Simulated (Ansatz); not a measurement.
# CH₂Al (quartet): the correlation ladder at scale of all distances = 1.715, 6-31G

How much of the correlation energy of CH₂Al (quartet) does each wave-function method recover here?

The runs use Ansatz 0.2.0, Gaussian basis; 6-31G, core rule «outside noble gas», up to 6 orbitals frozen.

The runs, in order: UHF; CCSD(T) on ROHF; CCSD(T) on UHF; BCCD(T) on ROHF; CISD; CCSDT(Q) on ROHF; CCSDT(Q) on UHF; CASSCF and MRCISD+Q, 5 electrons in 5 orbitals; CASSCF and NEVPT2, 5 electrons in 5 orbitals; CASSCF and MRCISD+Q, 9 electrons in 10 orbitals; CASSCF and NEVPT2, 9 electrons in 10 orbitals; Full CI.

13 further runs of the same task are left out: 10 that didn't finish, 3 set aside as unsound or not needed.

### 1 The system

The geometry derives from a PBE0/def2-TZVP stationary point (not a proven minimum). All distances are scaled together.

4 atoms, charge 0, spin multiplicity 4.

Atoms are counted from 1 here; the program's logs count them from 0.

No contacts short enough for the rule that draws bonds.

### 2 UHF

in.yaml

```yaml
crystal:
  periodic: [false, false, false]
  atoms:
    - {symbol: Al, position_ang: [0.000000, 0.000000, 1.191990]}
    - {symbol: C, position_ang: [0.000000, 0.000000, -2.148490]}
    - {symbol: H, position_ang: [0.000000, 1.571460, -3.153394]}
    - {symbol: H, position_ang: [0.000000, -1.571461, -3.153394]}
basis:
  gaussian: {orbitals: 6-31G}
magnetization: {spin_polarized: true, initial_magnetization: 3}
hamiltonian: {xc: hf}
output: {orbitals: {seedname: orbitals}}
```

Command:

```bash
$ ansatz run in.yaml --threads 1 --pin off --events-out ev --progress --plain --max-ram 2393MiB
```

The runs that follow: CCSD(T) on ROHF; CCSD(T) on UHF; BCCD(T) on ROHF; CISD; CCSDT(Q) on ROHF; CCSDT(Q) on UHF; CASSCF and MRCISD+Q, 5 electrons in 5 orbitals; CASSCF and NEVPT2, 5 electrons in 5 orbitals; CASSCF and MRCISD+Q, 9 electrons in 10 orbitals; CASSCF and NEVPT2, 9 electrons in 10 orbitals; Full CI.

Before running them: what should the planned runs give, taken together? Wanted: FCI below the RHF energy; RMP2 from FCI; UMP2 from FCI; RCCSD from FCI; RCCSD(T) from FCI; UCCSD(T) from FCI; RCCSDT(Q) from FCI; UCCSDT(Q) from FCI; NEVPT2 pair from FCI.

As calculated:

| quantity | value |
| --- | --- |
| FCI below the RHF energy | -4.3516 eV |
| RMP2 from FCI | +162.0 kJ/mol |
| UMP2 from FCI | +201.4 kJ/mol |
| RCCSD from FCI | +25.8 kJ/mol |
| RCCSD(T) from FCI | +8.8 kJ/mol |
| UCCSD(T) from FCI | +18.0 kJ/mol |
| RCCSDT(Q) from FCI | +0.3 kJ/mol |
| UCCSDT(Q) from FCI | +9.0 kJ/mol |
| NEVPT2 pair from FCI | +136.4 kJ/mol |
| NEVPT2 valence from FCI | +27.3 kJ/mol |
| MRCISD+Q valence from FCI | +1.6 kJ/mol |
| levels within 1 kcal/mol (43 meV) | RCCSDT, RCCSDT(Q), MRCISD valence, MRCISD+Q valence |
| T1 diagnostic | 0.024 |
| effectively unpaired electrons | 3.42 |

**Reading.** RCCSD(T) lands +8.8 kJ/mol from the yardstick (2.1 % of the correlation energy). CCSD(T) misses by +8.8 kJ/mol on the restricted determinant and by +18.0 kJ/mol on the unrestricted one; the two need not hold the same state or core. The occupations show some static correlation. Of the multireference levels listed MRCISD+Q valence comes nearest in total energy (+1.6 kJ/mol), which doesn't show that its space is the better one. Coupled cluster took another determinant than the lowest Hartree-Fock one. These misses are within one basis, not against nature; the frozen cores of restricted and unrestricted runs differ, which can shift their rows.
